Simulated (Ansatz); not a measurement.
## Telling isomers of H4PSi apart by their spectra

These gas-phase data were calculated for one isomer of H4PSi at B3LYP-D4/def2-TZVP (harmonic, unscaled wavenumbers; equilibrium rotational constants with average atomic masses):

| Quantity | Value |
| --- | --- |
| rotational constants | 64.44, 5.743, 5.616 GHz |
| all wavenumbers above 1500 cm⁻¹ | 2355, 2235, 2213, 2208 |
| dipole moment | 0.61 D (PBE0/def2-TZVPD) |

Candidates:

(1) `[SiH2]P`, a doublet
(2) `[SiH3][PH]`, a doublet

Question: Which structure fits?

Answer: Candidate (2). 1 mode lies between 2250 and 2520 cm⁻¹, one for each P–H bond, while (1) has 2.

The same quantities for all candidates:

```
     rotational constants (GHz)  wavenumbers above 1500 cm⁻¹  dipole (D)  E above the lowest, B3LYP-D4/def2-TZVP (kcal/mol)
(1)          65.22, 5.84, 5.675       2399, 2387, 2194, 2166        0.62                                                6.4
(2)         64.44, 5.743, 5.616       2355, 2235, 2213, 2208        0.61                                                0.0
```

Each candidate is one conformer. Open shells are spin-unrestricted. Programs: Ansatz 0.2.0.
